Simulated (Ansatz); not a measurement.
# CH4NSi with multiplicity 2: rotation by 180° about the C2–Si3 bond, part 2 of 2

How high is the barrier for the rotation by 180° about the C2–Si3 bond? Relax the two ends, then run a nudged elastic band between them. SMILES of the start: NC=[SiH].

Ansatz 0.2.0; UKS PBE/def2-SVP. The steps go on from the part before.

## Step 8: The band again, with other settings

crystal.atoms is end A as relaxed above, and neb.final_atoms is end B, turned to lie on A. With 5 inner images the band has 7 in all. The start path is listed, through a guess of the saddle.

Contents of input.yaml:

```yaml
crystal:
  periodic: [false, false, false]
  atoms:
    - { symbol: "N", position_ang: [-1.022162, 0.434268, -0.383262] }
    - { symbol: C, position_ang: [0.154736, 0.119921, 0.193629] }
    - { symbol: Si, position_ang: [1.157588, -1.396177, -0.300162] }
    - { symbol: H, position_ang: [-1.409481, -0.172738, -1.113655] }
    - { symbol: H, position_ang: [-1.565182, 1.26378, -0.135865] }
    - { symbol: H, position_ang: [0.456581, 0.858386, 0.962054] }
    - { symbol: H, position_ang: [2.227911, -1.10743, 0.777261] }
magnetization:
  spin_polarized: true
  initial_magnetization: 1
basis:
  gaussian: { orbitals: def2-SVP }
hamiltonian:
  xc: pbe
neb:
  order_check: false
  images: 5
  f_tol: 0.05
  max_iterations: 60
  spring: 20.0
  final_atoms:
    - { symbol: "N", position_ang: [-0.80848122, 0.32071652, -0.31344267] }
    - { symbol: C, position_ang: [0.28185453, 0.39228059, 0.47216312] }
    - { symbol: Si, position_ang: [1.70285429, -0.83905154, 0.54319837] }
    - { symbol: H, position_ang: [-0.90267335, -0.47604808, -0.95167581] }
    - { symbol: H, position_ang: [-1.55756393, 1.01968082, -0.31139696] }
    - { symbol: H, position_ang: [0.27764763, 1.2926453, 1.11877143] }
    - { symbol: H, position_ang: [1.00635305, -1.71021362, -0.55761748] }
  initial_path:
    images:
      - { positions_ang: [[-1.022162, 0.434268, -0.383262], [0.154736, 0.119921, 0.193629], [1.157588, -1.396177, -0.300162], [-1.409481, -0.172738, -1.113655], [-1.565182, 1.26378, -0.135865], [0.456581, 0.858386, 0.962054], [2.227911, -1.10743, 0.777261]] }
      - { positions_ang: [[-0.97002244, 0.42123487, -0.40924278], [0.19344075, 0.20975016, 0.24488893], [1.34952889, -1.13522469, -0.22097205], [-1.32782236, -0.2871419, -1.00121897], [-1.58657114, 1.16789705, -0.14025259], [0.44059304, 1.02210759, 0.92186474], [1.90084425, -1.39861309, 0.60493272]] }
      - { positions_ang: [[-0.91788287, 0.40820174, -0.43522356], [0.2321455, 0.29957933, 0.29614887], [1.54146978, -0.87427239, -0.1417821], [-1.24616372, -0.40154579, -0.88878294], [-1.60796027, 1.07201411, -0.14464018], [0.42460508, 1.18582919, 0.88167548], [1.57377751, -1.68979618, 0.43260444]] }
      - { positions_ang: [[-0.86574331, 0.39516861, -0.46120434], [0.27085025, 0.38940849, 0.3474088], [1.73341067, -0.61332008, -0.06259216], [-1.16450508, -0.51594969, -0.77634692], [-1.62934941, 0.97613116, -0.14902776], [0.40861711, 1.34955078, 0.84148622], [1.24671076, -1.98097927, 0.26027616]] }
      - { positions_ang: [[-0.84665595, 0.37035125, -0.41195045], [0.27451834, 0.39036586, 0.38899357], [1.72322521, -0.6885639, 0.13933802], [-1.07722783, -0.50264915, -0.83478988], [-1.60542091, 0.99064771, -0.20315083], [0.36496062, 1.33058228, 0.93391462], [1.16659152, -1.89072406, -0.01235506]] }
      - { positions_ang: [[-0.82756858, 0.34553388, -0.36269656], [0.27818644, 0.39132323, 0.43057835], [1.71303975, -0.76380772, 0.34126819], [-0.98995059, -0.48934862, -0.89323284], [-1.58149242, 1.00516427, -0.2572739], [0.32130413, 1.31161379, 1.02634303], [1.08647229, -1.80046884, -0.28498627]] }
      - { positions_ang: [[-0.80848122, 0.32071652, -0.31344267], [0.28185453, 0.39228059, 0.47216312], [1.70285429, -0.83905154, 0.54319837], [-0.90267335, -0.47604808, -0.95167581], [-1.55756393, 1.01968082, -0.31139696], [0.27764763, 1.2926453, 1.11877143], [1.00635305, -1.71021362, -0.55761748]] }
```

The run is started by

```console
ansatz run input.yaml --threads 1 --pin off --max-ram 2048MiB --backend cpu --events-out ev --progress --plain --runs-dir out
```

The log of the run (excerpt; [...] marks lines left out):

```text
Warning: RAYON_NUM_THREADS=1 ignored (pool sized by the plan → 1); use --threads N
[...]
Functional definition: PBE
[...]
758 factors; their error is unknown
[...]
mean field -10455.68053892 eV, -384.2391726905 hartree, gradient 2.7e-5 eV, S^2 0.752644; 3 other end points of the search recorded, 0 dependent functions left out
[...]
reference -10455.68057030 eV, -384.2391738437 hartree; 16, 15 occupied and 50, 51 virtual orbitals, 758 factors
758 factors; their error is unknown
[...]
mean field -10455.72106778 eV, -384.2406620985 hartree, gradient 2.1e-5 eV, S^2 0.752642; 3 other end points of the search recorded, 0 dependent functions left out
[...]
reference -10455.72109972 eV, -384.2406632725 hartree; 16, 15 occupied and 50, 51 virtual orbitals, 758 factors
NEB end point (image 0): max|allowed force component| = 9.231e-3 eV/Å (the criterion of neb.relax_end_points is 1.000e-2)
[...]
NEB iter   9: max|band force component| = 4.548e-2 eV/Å  barrier→ = 0.5373 eV  barrier← = 0.5779 eV  CI = image 3  Δτ_max = 0.0000 Å  (446 SCF iters)
Total energy: -10455.14324989 eV, -384.2194276829 hartree
Atom 0 at    -0.944057     0.354558    -0.320790 Å, force     0.009692    -0.024601    -0.003103 eV/Å
Atom 1 at     0.271872     0.335620     0.218005 Å, force    -0.044449     0.004550    -0.027310 eV/Å
Atom 2 at     1.740612    -0.712809    -0.355612 Å, force     0.006994    -0.003833     0.011368 eV/Å
Atom 3 at    -1.196002    -0.361212    -1.014426 Å, force     0.006580    -0.000271     0.000138 eV/Å
Atom 4 at    -1.664484     1.047706    -0.086254 Å, force     0.022347     0.011500     0.019893 eV/Å
Atom 5 at     0.406898     1.178837     0.932080 Å, force     0.000933     0.007123     0.005096 eV/Å
Atom 6 at     1.385152    -1.842690     0.626995 Å, force    -0.002096     0.005531    -0.006081 eV/Å
Dipole moment:    -1.041210     0.466674     0.085331 e Å
this run last wrote the band of iteration 9 to <dir>
```

It took 84 s on 1 thread of Intel Xeon Platinum 8488C (Sapphire Rapids), shared host; peak memory 0.15 GiB.

## Step 9: What the band shows

The 5 inner images lie between the fixed ends 0 and 6. Energy is taken from image 0, and the path length is the program's own coordinate along the band.

| image | path (Å) | energy (eV) | dihedral N1–C2–Si3–H7 (°) | band force (eV/Å) |
| --- | --- | --- | --- | --- |
| 0 | 0.000 | 0.0000 | -177 | - |
| 1 | 0.540 | 0.0389 | -150 | 0.008 |
| 2 | 1.080 | 0.2534 | -123 | 0.015 |
| 3* | 1.620 | 0.5373 | -93 | 0.045 |
| 4 | 2.142 | 0.2429 | -58 | 0.012 |
| 5 | 2.665 | 0.0307 | -29 | 0.006 |
| 6 | 3.188 | -0.0405 | 0 | - |

The star marks the climbing image.

image, energy (eV) and a bar:
```
        0      0.000 ##
        1      0.039 ####
        2      0.253 ###############
        3      0.537 ##############################
        4      0.243 ###############
        5      0.031 ####
        6     -0.041
```

## Step 10: The band again, with other settings

crystal.atoms is end A as relaxed above, and neb.final_atoms is end B, turned to lie on A. With 5 inner images the band has 7 in all.

Contents of input.yaml:

```yaml
crystal:
  periodic: [false, false, false]
  atoms:
    - { symbol: "N", position_ang: [-1.022162, 0.434268, -0.383262] }
    - { symbol: C, position_ang: [0.154736, 0.119921, 0.193629] }
    - { symbol: Si, position_ang: [1.157588, -1.396177, -0.300162] }
    - { symbol: H, position_ang: [-1.409481, -0.172738, -1.113655] }
    - { symbol: H, position_ang: [-1.565182, 1.26378, -0.135865] }
    - { symbol: H, position_ang: [0.456581, 0.858386, 0.962054] }
    - { symbol: H, position_ang: [2.227911, -1.10743, 0.777261] }
magnetization:
  spin_polarized: true
  initial_magnetization: 1
basis:
  gaussian: { orbitals: def2-SVP }
hamiltonian:
  xc: pbe
neb:
  order_check: false
  images: 5
  f_tol: 0.05
  max_iterations: 60
  initial_path: linear
  final_atoms:
    - { symbol: "N", position_ang: [-0.80848122, 0.32071652, -0.31344267] }
    - { symbol: C, position_ang: [0.28185453, 0.39228059, 0.47216312] }
    - { symbol: Si, position_ang: [1.70285429, -0.83905154, 0.54319837] }
    - { symbol: H, position_ang: [-0.90267335, -0.47604808, -0.95167581] }
    - { symbol: H, position_ang: [-1.55756393, 1.01968082, -0.31139696] }
    - { symbol: H, position_ang: [0.27764763, 1.2926453, 1.11877143] }
    - { symbol: H, position_ang: [1.00635305, -1.71021362, -0.55761748] }
```

The run is started by

```console
ansatz run input.yaml --threads 1 --pin off --max-ram 2048MiB --backend cpu --events-out ev --progress --plain --runs-dir out
```

The log of the run (excerpt; [...] marks lines left out):

```text
Warning: RAYON_NUM_THREADS=1 ignored (pool sized by the plan → 1); use --threads N
[...]
[... 1 set-up line as earlier in the session ...]
[...]
758 factors; their error is unknown
[...]
mean field -10455.68053892 eV, -384.2391726905 hartree, gradient 2.7e-5 eV, S^2 0.752644; 3 other end points of the search recorded, 0 dependent functions left out
[...]
reference -10455.68057030 eV, -384.2391738437 hartree; 16, 15 occupied and 50, 51 virtual orbitals, 758 factors
758 factors; their error is unknown
[...]
mean field -10455.72106778 eV, -384.2406620985 hartree, gradient 2.1e-5 eV, S^2 0.752642; 3 other end points of the search recorded, 0 dependent functions left out
[...]
reference -10455.72109972 eV, -384.2406632725 hartree; 16, 15 occupied and 50, 51 virtual orbitals, 758 factors
NEB end point (image 0): max|allowed force component| = 9.231e-3 eV/Å (the criterion of neb.relax_end_points is 1.000e-2)
[...]
NEB iter   5: max|band force component| = 3.632e-2 eV/Å  barrier→ = 0.5373 eV  barrier← = 0.5778 eV  CI = image 3  Δτ_max = 0.0000 Å  (455 SCF iters)
Total energy: -10455.14325695 eV, -384.2194279423 hartree
Atom 0 at    -1.033423     0.240552     0.013988 Å, force     0.024390    -0.023201    -0.021598 eV/Å
Atom 1 at     0.287904     0.380765    -0.032521 Å, force     0.000123     0.030989     0.015137 eV/Å
Atom 2 at     1.530463    -0.818697    -0.806362 Å, force     0.001610    -0.002446    -0.019604 eV/Å
Atom 3 at    -1.449699    -0.661575    -0.249976 Å, force    -0.017644     0.008698     0.009025 eV/Å
Atom 4 at    -1.675265     0.992098     0.291865 Å, force    -0.003918    -0.006069     0.003984 eV/Å
Atom 5 at     0.590389     1.413697     0.253514 Å, force    -0.001139    -0.002842    -0.000388 eV/Å
Atom 6 at     1.749622    -1.546830     0.529492 Å, force    -0.003422    -0.005127     0.013443 eV/Å
Dipole moment:    -0.970968     0.485024     0.360359 e Å
this run last wrote the band of iteration 5 to <dir>
```

It took 54 s on 1 thread of Intel Xeon Platinum 8488C (Sapphire Rapids), shared host; peak memory 0.15 GiB.

## Step 11: Images and barrier

The 5 inner images lie between the fixed ends 0 and 6. Energy is taken from image 0, and the path length is the program's own coordinate along the band.

| image | path (Å) | energy (eV) | dihedral N1–C2–Si3–H7 (°) | band force (eV/Å) |
| --- | --- | --- | --- | --- |
| 0 | 0.000 | 0.0000 | -177 | - |
| 1 | 0.537 | 0.0387 | -150 | 0.036 |
| 2 | 1.075 | 0.2516 | -123 | 0.021 |
| 3* | 1.612 | 0.5373 | -93 | 0.031 |
| 4 | 2.136 | 0.2431 | -58 | 0.016 |
| 5 | 2.660 | 0.0310 | -29 | 0.012 |
| 6 | 3.184 | -0.0405 | 0 | - |

The star marks the climbing image.

image, energy (eV) and a bar:
```
        0      0.000 ##
        1      0.039 ####
        2      0.252 ###############
        3      0.537 ##############################
        4      0.243 ###############
        5      0.031 ####
        6     -0.041
```

## Step 12: Results

What follows sums up all 2 parts.

```
                                quantity                                                     value
                                   end A                                   8 moves, 0.288 eV lower
                                   end B                                   8 moves, 0.628 eV lower
            first band: barrier forwards                                                   0.54 eV
           first band: barrier backwards                                                   0.58 eV
first band: second end relative to first                                                 -0.041 eV
               first band: highest image                                     3 of 0 to 6, climbing
             first band: band iterations                                                        10
              imaginary modes at the top                                                 798i cm⁻¹
                             second band  top 0.537 eV above image 0, 9 iterations, 5 inner images
             time, first and second band                                             91 s and 84 s
                              third band  top 0.537 eV above image 0, 5 iterations, 5 inner images
              time, first and third band                                             91 s and 54 s
```

In words: In the first band: the barrier from the first end is 0.54 eV, 21 times kT at 300 K, which at an assumed attempt frequency of 10^13 s⁻¹ means a rate near 10^4 s⁻¹. The second end lies 0.041 eV below the first, so the way back costs 0.58 eV. The listed dihedral goes from -177° at end A through -93° at the highest image to 0° at end B. One imaginary mode, as a first-order saddle point has. The second band's top agrees with the first's to 1 meV, so the changed settings hardly move the height. The third band's top agrees with the first's to 1 meV, so the changed settings hardly move the height. Zero-point energy and entropy are left out.
